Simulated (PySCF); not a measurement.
CH6BP.
Z-matrix (Å and degrees, PBE0-D3(BJ)/def2-SVP geometry), rows numbered from 1:
```
C 
B   1  1.5620
P   2  1.8811  1  123.69
H   1  1.1029  2  111.37  3  -127.57
H   1  1.0993  2  115.95  3    -1.56
H   1  1.1070  2  106.57  3   118.47
H   2  1.2120  1  119.88  3   173.24
H   3  1.4196  2  103.13  1  -142.91
H   3  1.4214  2  103.35  1   -39.65
```

The closed-shell ground state was solved at several levels (PySCF, density fitting, gas phase, non-relativistic).

| level | basis functions | total energy (Eh) | HOMO (eV) | LUMO (eV) | gap (eV) | dipole (D) |
| --- | --- | --- | --- | --- | --- | --- |
| PBE0/pcSseg-1 | 88 | -407.6626 | -7.28 | -1.28 | 6.00 | 1.15 |
| PBE0/def2-SVPD | 112 | -407.5382 | -7.26 | -1.28 | 5.98 | 0.95 |

(1) What might wB97X-D/pcSseg-2 (199 basis functions) give for the same quantities?

(2) Over all these levels, which gives the widest orbital gap and which the narrowest?

(3) How far do the dipole and the HOMO energy spread over the levels?

Answers

(1) Total energy -407.9284 Eh, HOMO -9.10 eV, LUMO 0.53 eV, gap 9.63 eV, dipole 1.08 D.

(2) wB97X-D/pcSseg-2 (range-separated hybrid) has the widest, 9.63 eV, and PBE0/def2-SVPD (global hybrid, 25 % exact exchange) the narrowest, 5.98 eV. Functional and basis both differ between the two, so the spread mixes both effects.

(3) The dipole runs from 0.95 to 1.15 D (mean 1.06 D) and the HOMO from -9.10 to -7.26 eV.

One conformer stands for the species.

Note: wB97X-D ran without an empirical dispersion term, which enters the total energy and its gradient alone.
